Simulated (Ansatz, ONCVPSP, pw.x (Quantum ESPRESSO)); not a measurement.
## What a changed setting does to a pw.x run (fcc Os)

Potential: optimised norm-conserving Vanderbilt (ONCV), ONCVPSP 4.0.1, LDA (Perdew-Wang 92); core [Kr] 4d10 4f14, reference 5s2 5p6 5d6 6s1.75 6p0.25; waves: 5s+6s: rc 1.45 bohr, ncon 4, nbas 8, qcut 8.7 1/bohr, 2 projectors; 5p+6p: rc 2.25 bohr, ncon 4, nbas 8, qcut 5.3 1/bohr, 2 projectors; 5d: rc 2.25 bohr, ncon 4, nbas 9, qcut 8 1/bohr, 2 projectors, debl 3.5 Ha; local part: polynomial inside 1.00 bohr (lpopt 5, dvloc0 1 Ha); core correction: polynomial model core, fcfact 0.65.

The reference run (k-mesh 15³, cutoffs 80/320 Ry, Fermi–Dirac 0.01 Ry, mixing_beta 0.4, conv_thr 1e-9, no spin) gives -5.59 GPa at 13.735 Å³/atom, where all-electron LAPW gives 0.40 GPa. This run, with its own iteration cap, changes k-mesh points per axis to 3.

```
&control
  calculation='scf', prefix='x', pseudo_dir='./', outdir='./tmp', tstress=.true., disk_io='none'
/
&system
  ibrav=0, nat=1, ntyp=1, ecutwfc=80, ecutrho=320, nbnd=16,
  occupations='smearing', smearing='fd', degauss=0.01
/
&electrons
  conv_thr=1e-09, mixing_beta=0.4, electron_maxstep=50
/
ATOMIC_SPECIES
Os 1.0 Os.UPF
CELL_PARAMETERS angstrom
  0.00000000 1.90078453 1.90078453
  1.90078453 0.00000000 1.90078453
  1.90078453 1.90078453 0.00000000
ATOMIC_POSITIONS crystal
Os 0.0000 0.0000 0.0000
K_POINTS automatic
3 3 3 0 0 0
```

```bash
pw.x < Os.scf.in > Os.scf.out
```

Problem. How does the run end?

Solution. It converges in 8 iterations; the free energy moves by +1.23 eV/atom and the pressure by +28.62 GPa.

```
Message from routine setup:
     using ibrav=0 with symmetry is DISCOURAGED, use correct ibrav instead
     lattice parameter (alat)  =       5.0798  a.u.
     unit-cell volume          =      92.6884 (a.u.)^3
     number of electrons       =        16.00
     number of Kohn-Sham states=           16
     kinetic-energy cutoff     =      80.0000  Ry
     charge density cutoff     =     320.0000  Ry
     scf convergence threshold =      1.0E-09
     Exchange-correlation= SLA  PW   NOGX NOGC
     number of k points=     4  Fermi-Dirac smearing, width (Ry)=  0.0100
     iteration #  1     ecut=    80.00 Ry     beta= 0.40
     total energy              =    -234.56779531 Ry
     estimated scf accuracy    <       0.04689400 Ry
     iteration #  2     ecut=    80.00 Ry     beta= 0.40
     total energy              =    -234.57013730 Ry
     estimated scf accuracy    <       0.00491039 Ry
     iteration #  3     ecut=    80.00 Ry     beta= 0.40
     total energy              =    -234.57072602 Ry
     estimated scf accuracy    <       0.00036210 Ry
     [... 2 iterations left out ...]
     iteration #  6     ecut=    80.00 Ry     beta= 0.40
     total energy              =    -234.57075578 Ry
     estimated scf accuracy    <       0.00000003 Ry
     iteration #  7     ecut=    80.00 Ry     beta= 0.40
     total energy              =    -234.57075579 Ry
     estimated scf accuracy    <          1.1E-09 Ry
     iteration #  8     ecut=    80.00 Ry     beta= 0.40
     the Fermi energy is    26.9002 ev
!    total energy              =    -234.57075579 Ry
     estimated scf accuracy    <          7.1E-11 Ry
     smearing contrib. (-TS)   =      -0.00713462 Ry
     The total energy is F=E-TS. E is the sum of the following terms:
     one-electron contribution =     -18.82864589 Ry
     hartree contribution      =      22.10271524 Ry
     xc contribution           =     -74.45558472 Ry
     ewald contribution        =    -163.38210579 Ry
     convergence has been achieved in   8 iterations
          total   stress  (Ry/bohr**3)                   (kbar)     P=      230.28
     Message from routine punch:
     Nothing written, as per user request (disk_io='none')
```

The run took about 1.7 s on one core of a shared host (Intel(R) Xeon(R) Platinum 8488C, 192 threads, 744 GiB, load 66).
